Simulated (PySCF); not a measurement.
The numbers are results of PBE-D3(BJ)/def2-TZVP // B3LYP-D3(BJ)/def2-TZVP in PySCF 2.14.0, not measurements. Isolated molecules, 0 K electronic values unless said otherwise. One relaxed conformer stands for a flexible species; it need not be the lowest. Excitations are Tamm–Dancoff values on a coarser integration grid. The basis has no diffuse functions, so Rydberg states are missing or too high.

Reference species (SMILES): `CCC#C` (neutral, multiplicity 1).

- HOMO–LUMO gap = 6.49 eV
- S1–T1 gap (TDA) = 1.07 eV
- S1 oscillator strength = 0.000
- S1 excitation (TDA) = 6.54 eV

Changed species: `CCCC` (C–C–C–C torsion 180°) (X = ethyl; the reference has X = ethynyl).

Q: Predict the effect on the HOMO–LUMO gap, S1–T1 gap (TDA), S1 oscillator strength and S1 excitation (TDA).

A: the HOMO–LUMO gap rises by 1.59 eV, to 8.08 eV; the S1–T1 gap (TDA) falls by 0.84 eV, to 0.23 eV; the S1 oscillator strength stays essentially unchanged; the S1 excitation (TDA) rises by 1.59 eV, to 8.13 eV.
